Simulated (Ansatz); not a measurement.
# C4H6O: one species, many methods

One table from this session's results is given with a row withheld; the runs are named, their logs left out.

Computed with Ansatz 0.2.0, Gaussian basis. Level: functionals in def2-TZVPP, the program's frozen cores in correlated methods.

The runs, in order: LDA (SPW92), PBE-D4, revPBE-D4, BLYP-D4, r2SCAN-D4, B97M-V, PBE0-D4, B3LYP-D4, r2SCANh-D4, r2SCAN0-D4, HSE06-D4, BHLYP-D4, CAM-B3LYP-D4, LC-ωPBE, ωB97X-V, ωB97M-V, B2PLYP, PBE-QIDH; CCSD(T)/def2-SVP; CCSD(T)/def2-TZVPP; MP2/def2-QZVPP; extrapolation to the limit; RPA on PBE.

### Structure used throughout

An earlier PBE0-D4 in a triple-zeta def2 set relaxation fixed the geometry.

SMILES `C=CCC=O`, 11 atoms, charge 0, spin multiplicity 1.

Atoms are counted from 1 here; the program's logs count them from 0.

Bond lengths: C1–C2 1.324 Å, C1–H6 1.086 Å, C1–H7 1.083 Å, C2–C3 1.489 Å, C2–H8 1.086 Å, C3–C4 1.504 Å, C3–H9 1.101 Å, C3–H10 1.096 Å, C4–O5 1.199 Å, C4–H11 1.112 Å. Angles: C2–C1–H6 121.7°, C2–C1–H7 121.4°, H6–C1–H7 116.9°, C1–C2–C3 124.2°, C1–C2–H8 119.8°, C3–C2–H8 116.0°, C2–C3–C4 114.7°, C2–C3–H9 111.1°, C2–C3–H10 111.8°, C4–C3–H9 105.4°, C4–C3–H10 108.1°, H9–C3–H10 105.0°, C3–C4–O5 125.1°, C3–C4–H11 114.3°, O5–C4–H11 120.6°.

Geometry (Å):

```
C    -0.5227    1.1474    1.3948
C    -0.6472    0.1672    0.5134
C     0.4997   -0.5541   -0.1040
C     0.4374   -0.6677   -1.6024
O    -0.4744   -0.2933   -2.2848
H     0.4510    1.4981    1.7236
H    -1.3901    1.6387    1.8195
H    -1.6357   -0.1485    0.1927
H     0.5630   -1.5896    0.2662
H     1.4601   -0.0975    0.1631
H     1.3243   -1.1577   -2.0614
```

Set-up of the first run:

File in.yaml:

```yaml
crystal:
  periodic: [false, false, false]
  atoms:
    - {symbol: C, position_ang: [-0.522747, 1.147403, 1.394837]}
    - {symbol: C, position_ang: [-0.647214, 0.167199, 0.513430]}
    - {symbol: C, position_ang: [0.499717, -0.554122, -0.104015]}
    - {symbol: C, position_ang: [0.437358, -0.667728, -1.602400]}
    - {symbol: O, position_ang: [-0.474406, -0.293252, -2.284782]}
    - {symbol: H, position_ang: [0.450989, 1.498061, 1.723557]}
    - {symbol: H, position_ang: [-1.390062, 1.638658, 1.819535]}
    - {symbol: H, position_ang: [-1.635682, -0.148480, 0.192681]}
    - {symbol: H, position_ang: [0.563018, -1.589569, 0.266238]}
    - {symbol: H, position_ang: [1.460115, -0.097523, 0.163062]}
    - {symbol: H, position_ang: [1.324313, -1.157746, -2.061442]}
basis:
  gaussian: {orbitals: def2-TZVPP}
hamiltonian: {xc: lda}
output: {orbitals: {seedname: orbitals}}
```

Command:

```sh
ansatz run in.yaml --threads 4 --pin off --events-out ev --progress --plain --max-ram 10444MiB
```

Among the steps run: LDA; PBE-D4 (GGA); revPBE-D4 (GGA); BLYP-D4 (GGA); r2SCAN-D4 (meta-GGA); B97M-V (meta-GGA); B3LYP-D4 (hybrid); r2SCANh-D4 (hybrid); r2SCAN0-D4 (hybrid); HSE06-D4 (hybrid); BHLYP-D4 (hybrid); CAM-B3LYP-D4 (range-separated); LC-ωPBE (range-separated); ωB97X-V (range-separated); ωB97M-V (range-separated); B2PLYP (double hybrid); PBE-QIDH (double hybrid).

One of the session's tables, all rows but one given; the rest of the session is left out.

It belongs to the step «Orbital energies across the functionals». 

| functional | HOMO (eV) | gap (eV) |
| --- | --- | --- |
| LDA (SPW92) | -6.04 | 3.87 |
| PBE-D4 | -5.90 | 3.99 |
| revPBE-D4 | -5.84 | 4.03 |
| BLYP-D4 | -5.83 | 4.04 |
| r2SCAN-D4 | -6.19 | 4.54 |
| B97M-V | -6.35 | 4.82 |
| PBE0-D4 | -7.41 | 6.71 |
| B3LYP-D4 | ? | ? |
| r2SCANh-D4 | -6.76 | 5.56 |
| r2SCAN0-D4 | -7.59 | 7.04 |
| HSE06-D4 | -7.00 | 5.91 |
| BHLYP-D4 | -8.62 | 9.22 |
| CAM-B3LYP-D4 | -8.84 | 9.37 |
| LC-ωPBE | -10.15 | 11.99 |
| ωB97X-V | -9.82 | 11.56 |
| ωB97M-V | -9.75 | 11.38 |

**Question.** Estimate the row for B3LYP-D4.

Worked estimate for «HOMO (eV)». Against the share of exact exchange, BLYP-D4 (0, -5.83), BHLYP-D4 (0.5, -8.62) give a slope of -5.58 per unit share; at 0.2 the line stands at -6.95.

As computed: HOMO (eV): -7.20; gap (eV): 6.21. In «HOMO (eV)» the line misses by +0.25.
